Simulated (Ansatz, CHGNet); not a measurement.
For HfO2 (P2₁/c, No. 14), the machine-learned potential CHGNet-r²SCAN (trained on r²SCAN data) gives:

- equilibrium volume per atom = 11.38 Å³/atom
- Voigt–Reuss–Hill shear modulus = 67.1 GPa

Problem. What does r²SCAN in Ansatz (PAW) give for the same quantities?

Solution. 
- equilibrium volume per atom: 11.53 Å³/atom (increases by 1.3 %)
- Voigt–Reuss–Hill shear modulus: 103 GPa (grows by 54 %)

Changes are worked out from the printed values.

Unless a cell is named, each level is at its own relaxed cell (CHGNet-r²SCAN 11.38, r²SCAN 11.53 Å³/atom).

Levels without +SOC leave out spin–orbit coupling, which shifts energies and cells of such heavy elements.

Caveats: the relaxation could not lower the start's symmetry, so the cell can be a saddle point above a distorted one (CHGNet-r²SCAN, r²SCAN). Ansatz's density-functional and Hartree–Fock values are scalar-relativistic unless marked +SOC, with PAW data made under PBE.

Ansatz is a first-principles code.
